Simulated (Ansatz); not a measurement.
CaB6-type LaB₆: LDA at its full settings (plane-wave cutoff 520 eV, 14×14×14 k mesh, Fermi–Dirac smearing 0.05 eV, scalar-relativistic PAW data made under PBE) and at cheaper ones, in a cell of 7 atoms with Γ-centred meshes.

| level and setting | equilibrium lattice constant a (Å) | bulk modulus B0 (GPa) |
|---|---|---|
| LDA (Ansatz) | 4.098 | 189 |
| LDA (250 eV cutoff) (Ansatz) | 4.098 | 197 |
| LDA (Γ point alone) (Ansatz) | 4.276 | 125 |
| LDA (2×2×2 k mesh) (Ansatz) | 4.096 | 189 |
| LDA (4×4×4 k mesh) (Ansatz) | 4.099 | 188 |

Largest shifts from the full settings: lattice constant a +4.34 % (LDA (Γ point alone)), against a difference of -1.42 % of the full result from the reference 4.157 Å (measured, 296 K, no zero-point or thermal correction; as tabulated in Tsubota and Kitagawa (2017), doi:10.1038/s41598-017-15766-y); bulk modulus -34 % (LDA (Γ point alone)), against a difference of +15.2 % of the full result from the reference 164 ± 2 GPa (measured, room temperature, no zero-point or thermal correction, isothermal; as tabulated in LaB6 under pressure, Phys. Rev. B 80, 172104 (doi 10.1103/PhysRevB.80.172104)).

The full settings aren't shown to be converged themselves.

Ansatz's density-functional and Hartree–Fock values are scalar-relativistic unless marked +SOC, with PAW data made under PBE.

Run with cheap settings on purpose, which may leave them unconverged: LDA (250 eV cutoff), LDA (2×2×2 k mesh), LDA (4×4×4 k mesh), LDA (Γ point alone).

Ansatz is an electronic-structure program.
